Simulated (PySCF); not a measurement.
Species: hydrogen cyanide, HCN.
SMILES with atom numbers: `[CH:1]#[N:2]` (hydrogens: H3 on C1)

Cartesian coordinates in Å at the PBE/def2-TZVP level; atoms count from 1:
```
atom  x, y, z in Å
C1    -0.0292   -0.0020   -0.0058
N2     1.1290    0.0206   -0.0131
H3    -1.1048   -0.0228    0.0008
```

Computed with PySCF, PBE/def2-TZVP geometry optimisation, gas phase.

Take the most abundant isotopes and a rigid rotor. 

**Question.** What are the moment of inertia and the rotational constant?

**Answer.** I = 11.475 u·Å², B = 505379 MHz·u·Å²/I = 44041 MHz (1.4691 cm⁻¹, or 2.114 K as hB/k).

**Question.** List the first levels of a rigid rotor in a Σ state.

**Answer.** E(J) = BJ(J+1): J = 1: 2.938, J = 2: 8.814, J = 3: 17.629, J = 4: 29.381, J = 5: 44.072, J = 6: 61.701 cm⁻¹.

**Question.** Where do the first rotational lines fall?

**Answer.** The dipole is 2.93 D; J+1 ← J lies at 2B(J+1): 1 ← 0 at 88.08 GHz, 2 ← 1 at 176.17 GHz, 3 ← 2 at 264.25 GHz, 4 ← 3 at 352.33 GHz, 5 ← 4 at 440.41 GHz, 6 ← 5 at 528.50 GHz.

Whether it is a minimum is left open (no frequencies). Constants of a rigid frame at the computed geometry: no zero-point averaging, no centrifugal distortion.
